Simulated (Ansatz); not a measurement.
System: 2H WS2. Method: r²SCAN+rVV10 in Ansatz (plane waves, PAW).

Rigid layers of the crystal as relaxed at this level are moved apart or together:

```
run   k mesh  layer repeat (Å)  energy against free layers (meV/Å²)  gap on the mesh (eV)
---  -------  ----------------  -----------------------------------  --------------------
1    12×12×4              5.86                               -16.84                 0.780
2    12×12×4              6.01                               -20.86                 0.924
3    12×12×4              6.16                               -22.48                 1.060
4    12×12×4              6.36                               -22.40                 1.227
5    12×12×4              6.66                               -19.96                 1.444
6    12×12×4              7.16                               -14.61                 1.698
7    12×12×2              8.16                                -7.25                 1.891
8    12×12×2             10.16                                -2.34                 1.974
```

The lowest energy of these points lies at a layer repeat of 6.16 Å.

Spin–orbit coupling is not included.

Ansatz is a program for electronic structure.
